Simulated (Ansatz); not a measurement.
Basis-set extrapolation for C3H8S2 (`CSC(C)S`) (PBE0-D4/def2-TZVP geometry, frozen core, Ansatz). Multiplicity 1, RHF reference.

```csv
,def2-TZVPP,def2-QZVPP
HF,-913.383649,-913.412014
MP2 correlation,-0.888151,-0.953435
CCSD(T) correlation,-0.992657,not run
```

Energies in hartree. Use E(X) = E(∞) + A·exp(−7.88·√X) for Hartree–Fock and E(X) = E(∞) + B·X^(−2.97) for correlation, with X = 3 and 4, and add CCSD(T) minus MP2 of the smaller set to the MP2 limit.

What is the CCSD(T) energy at the basis-set limit?

HF limit: -913.412014 + (-0.028365) × 0.13774 = -913.41592. MP2 limit: -0.953435 + (-0.065284) × 0.74074 = -1.00179. Higher-order term: -0.992657 − (-0.888151) = -0.10451. Total: -914.52222 hartree, 383.1 kJ/mol below CCSD(T)/def2-TZVPP.
